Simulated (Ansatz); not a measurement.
# Molecular dynamics, step by step

SiPH7, closed shell, PBE0-D4/def2-SVP (Ansatz 0.2.0). Settings (timestep in fs, temperature in K; T counts 21 degrees of freedom):

```yaml
hamiltonian: {xc: pbe0, dispersion: d4}
md: {n_steps: 40, timestep: 0.5, temperature: 1500, ensemble: nve, seed: 83, initial_velocities: maxwell_boltzmann}
```

Start, the saddle point found with PBE0-D4 in triple zeta (not stationary at another level):

Si1  (-0.863, 0.616, -0.318)
H2  (-0.534, -1.151, -0.535)
H3  (-1.270, 0.681, -1.755)
H4  (-1.991, 0.313, 0.599)
H5  (-0.465, 2.039, -0.057)
H6  (0.183, -1.615, 0.306)
P7  (1.024, -0.386, 0.730)
H8  (2.182, 0.025, 1.511)
H9  (1.736, -0.522, -0.480)
(Å)

```json
{"step": "0", "time (fs)": "0.00", "potential energy less the start (meV)": "0.0", "kinetic energy (meV)": "1357.2", "T (K)": "1500"}
{"step": "2", "time (fs)": "1.00", "potential energy less the start (meV)": "64.5", "kinetic energy (meV)": "1293.2", "T (K)": "1429"}
{"step": "4", "time (fs)": "2.00", "potential energy less the start (meV)": "228.0", "kinetic energy (meV)": "1130.6", "T (K)": "1250"}
{"step": "6", "time (fs)": "3.00", "potential energy less the start (meV)": "435.6", "kinetic energy (meV)": "923.9", "T (K)": "1021"}
{"step": "8", "time (fs)": "4.00", "potential energy less the start (meV)": "636.5", "kinetic energy (meV)": "723.4", "T (K)": "799"}
{"step": "10", "time (fs)": "5.00", "potential energy less the start (meV)": "804.6", "kinetic energy (meV)": "555.3", "T (K)": "614"}
{"step": "12", "time (fs)": "6.00", "potential energy less the start (meV)": "933.2", "kinetic energy (meV)": "426.8", "T (K)": "472"}
{"step": "14", "time (fs)": "7.00", "potential energy less the start (meV)": "1019.6", "kinetic energy (meV)": "340.5", "T (K)": "376"}
{"step": "16", "time (fs)": "8.00", "potential energy less the start (meV)": "1057.2", "kinetic energy (meV)": "303.1", "T (K)": "335"}
{"step": "18", "time (fs)": "9.00", "potential energy less the start (meV)": "1035.2", "kinetic energy (meV)": "325.3", "T (K)": "360"}
{"step": "20", "time (fs)": "10.00", "potential energy less the start (meV)": "938.6", "kinetic energy (meV)": "422.2", "T (K)": "467"}
{"step": "22", "time (fs)": "11.00", "potential energy less the start (meV)": "749.6", "kinetic energy (meV)": "611.3", "T (K)": "676"}
{"step": "24", "time (fs)": "12.00", "potential energy less the start (meV)": "460.1", "kinetic energy (meV)": "900.3", "T (K)": "995"}
{"step": "26", "time (fs)": "13.00", "potential energy less the start (meV)": "94.0", "kinetic energy (meV)": "1265.1", "T (K)": "1398"}
{"step": "28", "time (fs)": "14.00", "potential energy less the start (meV)": "-277.0", "kinetic energy (meV)": "1633.9", "T (K)": "1806"}
{"step": "30", "time (fs)": "15.00", "potential energy less the start (meV)": "-532.5", "kinetic energy (meV)": "1887.3", "T (K)": "2086"}
{"step": "32", "time (fs)": "16.00", "potential energy less the start (meV)": "-562.7", "kinetic energy (meV)": "1916.8", "T (K)": "2118"}
{"step": "34", "time (fs)": "17.00", "potential energy less the start (meV)": "-346.8", "kinetic energy (meV)": "1702.7", "T (K)": "1882"}
{"step": "36", "time (fs)": "18.00", "potential energy less the start (meV)": "-23.6", "kinetic energy (meV)": "1383.7", "T (K)": "1529"}
{"step": "38", "time (fs)": "19.00", "potential energy less the start (meV)": "158.6", "kinetic energy (meV)": "1203.0", "T (K)": "1330"}
{"step": "40", "time (fs)": "20.00", "potential energy less the start (meV)": "109.5", "kinetic energy (meV)": "1249.1", "T (K)": "1380"}
```

Step 4, positions (Å) and forces (eV/Å):

```tsv
atom	x	y	z	Fx	Fy	Fz
Si1	-0.865	0.606	-0.314	0.175	0.875	0.686
H2	-0.510	-1.232	-0.497	-0.304	0.326	-0.386
H3	-1.194	0.767	-1.724	-0.301	-0.217	-0.847
H4	-2.038	0.423	0.617	0.259	-0.147	-0.198
H5	-0.434	2.094	-0.090	-0.107	-0.731	0.135
H6	0.314	-1.629	0.228	-0.581	-0.370	0.373
P7	1.020	-0.376	0.726	-0.054	-0.739	-0.437
H8	2.129	-0.074	1.548	0.871	0.481	0.357
H9	1.733	-0.622	-0.498	0.042	0.522	0.316
```

Step 12, positions (Å) and forces (eV/Å):

```json
{"atom": "Si1", "x": "-0.869", "y": "0.590", "z": "-0.303", "Fx": "-0.117", "Fy": "1.556", "Fz": "-0.378"}
{"atom": "H2", "x": "-0.499", "y": "-1.344", "z": "-0.470", "Fx": "-0.435", "Fy": "0.917", "Fz": "-0.597"}
{"atom": "H3", "x": "-1.079", "y": "0.908", "z": "-1.753", "Fx": "-0.348", "Fy": "-0.649", "Fz": "-0.181"}
{"atom": "H4", "x": "-2.092", "y": "0.620", "z": "0.623", "Fx": "0.606", "Fy": "-0.469", "Fz": "-0.447"}
{"atom": "H5", "x": "-0.384", "y": "2.110", "z": "-0.134", "Fx": "-0.063", "Fy": "-1.082", "Fz": "0.437"}
{"atom": "H6", "x": "0.502", "y": "-1.694", "z": "0.127", "Fx": "-0.882", "Fy": "0.032", "Fz": "1.018"}
{"atom": "P7", "x": "1.014", "y": "-0.358", "z": "0.717", "Fx": "0.759", "Fy": "-2.066", "Fz": "0.036"}
{"atom": "H8", "x": "2.120", "y": "-0.214", "z": "1.653", "Fx": "0.358", "Fy": "0.610", "Fz": "-0.339"}
{"atom": "H9", "x": "1.732", "y": "-0.747", "z": "-0.491", "Fx": "0.122", "Fy": "1.151", "Fz": "0.452"}
```

Step 22, positions (Å) and forces (eV/Å):

| atom | x | y | z | Fx | Fy | Fz |
| --- | --- | --- | --- | --- | --- | --- |
| Si1 | -0.874 | 0.581 | -0.293 | -0.168 | 0.078 | -2.716 |
| H2 | -0.582 | -1.277 | -0.554 | -0.604 | 1.633 | -0.221 |
| H3 | -1.012 | 0.944 | -1.812 | -0.429 | -0.696 | 0.671 |
| H4 | -2.060 | 0.764 | 0.556 | -0.402 | -0.616 | 0.256 |
| H5 | -0.321 | 1.942 | -0.096 | 0.563 | 0.547 | 0.556 |
| H6 | 0.572 | -1.752 | 0.228 | 0.029 | 0.761 | 1.588 |
| P7 | 1.010 | -0.351 | 0.706 | 1.049 | -2.831 | 1.428 |
| H8 | 2.165 | -0.266 | 1.703 | -0.604 | 0.185 | -0.860 |
| H9 | 1.771 | -0.670 | -0.423 | 0.567 | 0.938 | -0.702 |

Last step (40):

```
9
angstrom
Si -0.8913 0.5824 -0.3206
H -0.9441 -0.7060 -0.7544
H -1.1658 0.8423 -1.7750
H -2.1673 0.7091 0.5317
H -0.0168 1.8298 0.1634
H 0.7454 -1.7499 1.0967
P 1.0284 -0.3793 0.7058
H 2.1165 -0.3049 1.5722
H 1.9049 -0.1249 -0.4506
```

The run took about 34 s on 2 CPU threads of an Intel Xeon (shared host).
